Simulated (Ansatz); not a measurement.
## CH3O, doublet in STO-3G: errors against full CI

Geometry: MP2(full)/6-31G*, from the G2/97 set.

```xyz
5

C    -0.0048   -0.6782    0.0000
O    -0.0048    0.7078    0.0000
H     1.0592   -0.9605    0.0000
H    -0.4635   -1.0961    0.9033
H    -0.4635   -1.0961   -0.9033
```

Basis STO-3G; Ansatz 0.2.0. Correlated methods freeze the noble-gas cores, which leaves 13 electrons in 11 orbitals. R marks a restricted (for open shells ROHF) determinant, U an unrestricted one. Active spaces: valence = (13e, 11o) chosen from the atoms' valence shells.

Full CI is exact within this basis and frozen core; it isn't the basis-set limit. The frozen core follows each run's orbitals, which can shift R against U totals by a few meV.

For open shells CISD and CISDTQ are restricted-active-space CI with the open shells as a complete middle space.

```
UHF ⟨S²⟩                          : 0.755
T1 diagnostic (RCCSD)             : 0.0103
largest doubles amplitude (RCCSD) : 0.062
T1 diagnostic (UCCSD)             : 0.0075
```

```tsv
level	E − E(full CI) (kJ/mol)	share of correlation (%)	wall time
RHF	246.9	0.00	–
UHF	243.2	1.49	–
RMP2	71.4	71.08	–
UMP2	70.2	71.56	–
CISD	10.9	95.61	0.21 s
RCCSD	2.5	99.00	–
UCCSD	2.5	99.00	–
RCCSD(T)	0.7	99.71	0.42 s
UCCSD(T)	0.7	99.70	0.4 s
BCCD(T)	0.8	99.68	0.52 s
RCCSDT	0.1	99.95	–
UCCSDT	0.1	99.96	–
CISDTQ	0.2	99.92	0.49 s
RCCSDT(Q)	0.0	100.00	2.8 s
UCCSDT(Q)	0.0	100.00	2.3 s
RCCSDTQ	0.0	100.00	35 s
UCCSDTQ	0.0	100.00	35 s
```

The correlation energy at full CI, counted from RHF, is -2.559 eV. That run took 0.76 s on 1 thread of AMD EPYC 7R13, shared host over 76,384 determinants.

Run but not shown, since their state or frozen core can't be matched to the reference's or they repeat it: CASSCF (valence space), NEVPT2 (valence space), MRCISD (valence space), MRCISD+Q (valence space).

Times hold each run's SCF and search for its determinant on a shared host, so for small cases they say little of a method's own cost; they ran on 1 thread of AMD EPYC 7R13.

The full-CI state has the irrep A' of Cs, in the program's axes.

Natural occupations of full CI about the gap: 1.984 1.975 1.973 1.969 1.001 0.032 0.025 0.024 0.021; effectively unpaired electrons, Σ n²(2−n)², 1.02.

Atomization energy (electronic, same basis, no zero-point term; atoms at the same level, unrestricted beside the R rows where the molecule is a closed shell, with restricted open-shell steps beyond CCSDT(Q)) at full CI: 1648.3 kJ/mol. Errors of other levels:

| level | error (kJ/mol) |
| --- | --- |
| RHF | -193.8 |
| UHF | -190.1 |
| RMP2 | -44.1 |
| UMP2 | -42.9 |
| CISD | -10.9 |
| RCCSD | -2.5 |
| UCCSD | -2.5 |
| RCCSD(T) | -0.7 |
| UCCSD(T) | -0.7 |
| BCCD(T) | -0.8 |
| RCCSDT | -0.1 |
| UCCSDT | -0.1 |
| CISDTQ | -0.2 |
| RCCSDT(Q) | 0.0 |
| UCCSDT(Q) | 0.0 |
| RCCSDTQ | 0.0 |
| UCCSDTQ | 0.0 |

This basis is far from its limit, so the value isn't to be set against a measured one. Truncated CI isn't size-consistent, which counts against it in atomization.
